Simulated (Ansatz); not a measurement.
Cost and result for the atomization energy of C$_{2}$H$_{4}$FNO (`N/C(F)=C\O`) (9 atoms, 8 bonds).

Z-matrix (Å, degrees):
```
N
C 1 1.390
H 1 1.013 2 113.1
H 1 1.013 2 113.1 3 -124.4
F 2 1.357 1 117.3 3 62.2
C 2 1.327 1 122.8 3 -117.8
O 6 1.350 2 123.2 1 -0.0
H 6 1.081 2 122.3 1 180.0
H 7 0.968 6 106.2 2 0.0
```

The species carries charge 0 and has multiplicity 1. Geometry: relaxed with PBE0-D4/def2-TZVP. It is one conformer, not always the lowest. Program: Ansatz. All runs use 2 threads of an Arm Neoverse V1 on a shared host. Times are those of one run each, without the atoms' runs, and a repeat can differ threefold. Electronic energies, without spin–orbit coupling; frozen cores. CCSD(T)/CBS adds CCSD(T) − MP2 in def2-TZVPP to the MP2 limit, and its time is that of the two runs behind it. T1 = 0.012. HSE06 is the plane-wave form, built on full-range PBE exchange.

CCSD(T)/CBS is a level of theory with its own doubt, some kJ/mol a heavy atom from the limit and from the frozen cores, so smaller differences don't rank the functionals.

```json
{"level": "LDA (SPW92)/def2-TZVPP", "functions": "211", "wall time": "1.4 s", "atomization (kJ/mol)": "4242.7", "difference from CCSD(T)/CBS": "695.5", "per bond": "86.9"}
{"level": "revPBE-D4/def2-TZVPP", "functions": "211", "wall time": "2.5 s", "atomization (kJ/mol)": "3583.1", "difference from CCSD(T)/CBS": "35.9", "per bond": "4.5"}
{"level": "PBE-D4/def2-TZVPP (with forces)", "functions": "211", "wall time": "3.1 s", "atomization (kJ/mol)": "3708.7", "difference from CCSD(T)/CBS": "161.5", "per bond": "20.2"}
{"level": "PBE0-D4/def2-TZVPP", "functions": "211", "wall time": "3.2 s", "atomization (kJ/mol)": "3579.0", "difference from CCSD(T)/CBS": "31.8", "per bond": "4.0"}
{"level": "BHLYP-D4/def2-TZVPP", "functions": "211", "wall time": "3.3 s", "atomization (kJ/mol)": "3379.9", "difference from CCSD(T)/CBS": "-167.3", "per bond": "-20.9"}
{"level": "HSE06-D4/def2-TZVPP", "functions": "211", "wall time": "3.8 s", "atomization (kJ/mol)": "3583.2", "difference from CCSD(T)/CBS": "36.0", "per bond": "4.5"}
{"level": "r2SCANh-D4/def2-TZVPP", "functions": "211", "wall time": "6 s", "atomization (kJ/mol)": "3520.7", "difference from CCSD(T)/CBS": "-26.5", "per bond": "-3.3"}
{"level": "CCSD(T)/def2-SVP", "functions": "90", "wall time": "6 s", "atomization (kJ/mol)": "3339.5", "difference from CCSD(T)/CBS": "-207.7", "per bond": "-26.0"}
{"level": "B2PLYP/def2-TZVPP", "functions": "211", "wall time": "6.5 s", "atomization (kJ/mol)": "3517.8", "difference from CCSD(T)/CBS": "-29.4", "per bond": "-3.7"}
{"level": "PBE-QIDH/def2-TZVPP", "functions": "211", "wall time": "6.5 s", "atomization (kJ/mol)": "3516.5", "difference from CCSD(T)/CBS": "-30.7", "per bond": "-3.8"}
{"level": "MP2/def2-QZVPP", "functions": "405", "wall time": "25 s", "atomization (kJ/mol)": "3602.3", "difference from CCSD(T)/CBS": "55.1", "per bond": "6.9"}
{"level": "CCSD(T)/def2-TZVPP", "functions": "211", "wall time": "2.5 min", "atomization (kJ/mol)": "3435.3", "difference from CCSD(T)/CBS": "-111.9", "per bond": "-14.0"}
{"level": "CCSD(T)/CBS(def2)", "functions": "–", "wall time": "2.9 min", "atomization (kJ/mol)": "3547.2", "difference from CCSD(T)/CBS": "0.0", "per bond": "0.0"}
```

From BLYP to BHLYP (50 % exact exchange), in def2-TZVPP and without D4, the atomization energy moves by −200.4 kJ/mol: exact exchange takes away binding that semilocal exchange gives to molecules. The D4 term adds +21.5 kJ/mol with B3LYP and +11.1 kJ/mol with PBE0; it sums over pairs of atoms, weighted by their polarisabilities, and B3LYP, whose exchange is more repulsive, gets the larger term. At CCSD(T), def2-SVP lies −207.7 kJ/mol from the extrapolated value and def2-TZVPP −111.9 kJ/mol: correlation converges slowly with the basis, and small sets miss more of it in the bonded molecule than in its fragments.

B3LYP here is the variant with VWN-RPA as its local correlation; programs differ in this.
